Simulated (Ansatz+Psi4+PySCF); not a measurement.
Results of a calculation; reference values are marked as such.
## Ansatz (development build ahead of 0.2.0) run

```yaml
crystal:
  periodic: [false, false, false]
  atoms:
    - { symbol: B, position_ang: [0.0, 0.0, 0.0] }
    - { symbol: O, position_ang: [0.0, 1.315, 0.0] }
    - { symbol: O, position_ang: [0.0, -1.215, 0.0] }
basis:
  gaussian: { orbitals: cc-pVTZ }
magnetization:
  spin_polarized: true
  initial_magnetization: 1
hamiltonian:
  xc: hf
correlation:
  method: mp2
  frozen_orbitals: { B: 1, O: 1 }
```

The input is written out in the form of the current development build from the run's settings.

The run gave:

```yaml
Converged: yes
Reference_energy: -174.50082 hartree
Correlation_energy: -0.50315 hartree
Total_energy: -175.00397 hartree
Spin_squared_of_the_determinant: 0.800
Stability_test: minimum
Occupied_orbitals_by_symmetry_in_an_Abelian_subgroup_alpha;_beta: 7 A1 2 B1 2 B2; 7 A1 2 B1 1 B2
```
